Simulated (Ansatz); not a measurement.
## AlH₃, singlet: the ladder up to RCCSDT(Q)

Geometry: that of the AlH3⁺, doublet, kept fixed.

```yaml
atoms:
  - { symbol: Al, position_ang: [0.0000, 0.0571, 0.0000] }
  - { symbol: H, position_ang: [0.0000, 0.2262, -1.5512] }
  - { symbol: H, position_ang: [0.0000, 0.2262, 1.5512] }
  - { symbol: H, position_ang: [0.0000, -1.9820, 0.0000] }
```

Basis aug-cc-pVDZ; Ansatz 0.2.0. Only valence electrons are correlated (noble-gas cores frozen), which leaves 6 electrons in 49 orbitals. Prefix R: restricted or restricted open-shell reference. Active spaces: valence = (6e, 7o) chosen from the atoms' valence shells.

Full CI isn't at hand for all of this; RCCSDT(Q) serves as the reference, and is uncertain by about the last step of the cluster series.

The UHF ⟨S²⟩ is 0.000. The T1 diagnostic (RCCSD) is 0.0140 and the largest doubles amplitude (RCCSD) is 0.053.

| level | E − E(RCCSDT(Q)) (kJ/mol) | share of correlation (%) | wall time |
| --- | --- | --- | --- |
| RHF | 297.7 | 0.00 | – |
| RMP2 | 78.6 | 73.61 | – |
| CISD | 18.8 | 93.68 | 0.66 s |
| RCCSD | 6.2 | 97.91 | – |
| RCCSD(T) | 1.7 | 99.44 | 0.42 s |
| BCCD(T) | 1.7 | 99.44 | 0.51 s |
| RCCSDT | 0.1 | 99.95 | – |
| CASSCF (valence space) | 156.5 | 47.43 | – |
| NEVPT2 (valence space) | 52.7 | 82.29 | 1.1 s |
| MRCISD (valence space) | 5.4 | 98.20 | – |
| MRCISD+Q (valence space) | -0.6 | 100.19 | 1.7 s |

The correlation energy at RCCSDT(Q), counted from RHF, is -3.085 eV. That run took 3.4 s on 1 thread of Intel Xeon 6975P-C, shared host.

Times hold each run's SCF and search for its determinant on a shared host, so for small cases they say little of a method's own cost; they ran on 1 thread of Intel Xeon 6975P-C.

Natural occupations of CASSCF (valence space) about the gap: 1.975 1.966 1.951 0.048 0.039 0.017 0.005; effectively unpaired electrons, Σ n²(2−n)², 0.03.
